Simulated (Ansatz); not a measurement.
# AlFH₂N radical: a ladder of functionals and wavefunction methods

The task here is to estimate one member of a computed series from the others.

Computed with Ansatz 0.2.0, Gaussian basis. Level: functionals in def2-TZVPP, the program's frozen cores in correlated methods.

The runs, in order: LDA (SPW92), PBE-D4, revPBE-D4, BLYP-D4, r2SCAN-D4, B97M-V, PBE0-D4, B3LYP-D4, r2SCANh-D4, r2SCAN0-D4, HSE06-D4, BHLYP-D4, CAM-B3LYP-D4, LC-ωPBE, ωB97X-V, ωB97M-V, B2PLYP, PBE-QIDH; CCSD(T)/def2-SVP; CCSD(T)/def2-TZVPP; MP2/def2-QZVPP; extrapolation to the limit; RPA on PBE.

## Structure used throughout

An earlier PBE0-D4 in a triple-zeta def2 set relaxation fixed the geometry.

5 atoms, charge 0, spin multiplicity 2.

Atoms are counted from 1 here; the program's logs count them from 0.

Bond lengths: N1–Al2 1.765 Å, N1–H4 1.007 Å, N1–H5 1.009 Å, Al2–F3 1.658 Å. Angles: Al2–N1–H4 124.8°, Al2–N1–H5 124.2°, H4–N1–H5 111.0°, N1–Al2–F3 117.4°.

Set-up of the first run:

in.yaml reads:

```yaml
crystal:
  periodic: [false, false, false]
  atoms:
    - {symbol: N, position_ang: [-0.384712, 0.498966, -0.263812]}
    - {symbol: Al, position_ang: [0.631952, -0.282755, 0.949512]}
    - {symbol: F, position_ang: [1.228673, -1.786761, 0.590012]}
    - {symbol: H, position_ang: [-0.804335, 1.408278, -0.162715]}
    - {symbol: H, position_ang: [-0.621678, 0.088572, -1.154397]}
basis:
  gaussian: {orbitals: def2-TZVPP}
magnetization: {spin_polarized: true, initial_magnetization: 1}
hamiltonian: {xc: lda}
output: {orbitals: {seedname: orbitals}}
```

Steps of the session up to this table: LDA; PBE-D4 (GGA); revPBE-D4 (GGA); BLYP-D4 (GGA); r2SCAN-D4 (meta-GGA); B97M-V (meta-GGA); PBE0-D4 (hybrid); B3LYP-D4 (hybrid); r2SCANh-D4 (hybrid); r2SCAN0-D4 (hybrid); HSE06-D4 (hybrid); BHLYP-D4 (hybrid); CAM-B3LYP-D4 (range-separated); LC-ωPBE-D4 (range-separated; the results give it without D4); ωB97X-V (range-separated); ωB97M-V (range-separated); B2PLYP (double hybrid); PBE-QIDH (double hybrid).

One table of the session follows, with a row left open; its other results are not shown here.

It belongs to the step «Orbital energies across the functionals». 

| functional | HOMO (eV) | LUMO (eV) | gap (eV) |
| --- | --- | --- | --- |
| LDA (SPW92) | -5.11 | -3.72 | 1.38 |
| PBE-D4 | ? | ? | ? |
| revPBE-D4 | -5.09 | -3.25 | 1.83 |
| BLYP-D4 | -4.92 | -3.41 | 1.51 |
| r2SCAN-D4 | -5.40 | -2.92 | 2.48 |
| B97M-V | -4.98 | -4.23 | 0.75 |
| PBE0-D4 | -6.18 | -2.53 | 3.65 |
| B3LYP-D4 | -5.93 | -2.92 | 3.01 |
| r2SCANh-D4 | -5.79 | -2.70 | 3.09 |
| r2SCAN0-D4 | -6.37 | -2.38 | 3.99 |
| HSE06-D4 | -5.78 | -2.90 | 2.88 |
| BHLYP-D4 | -7.06 | -1.90 | 5.17 |
| CAM-B3LYP-D4 | -7.38 | -1.78 | 5.60 |
| LC-ωPBE | -8.74 | -0.34 | 8.40 |
| ωB97X-V | -8.26 | -0.69 | 7.58 |
| ωB97M-V | -7.83 | -1.07 | 6.77 |

Estimate the missing values for PBE-D4.

**Answer.** HOMO (eV): -5.11; LUMO (eV): -3.40; gap (eV): 1.71.
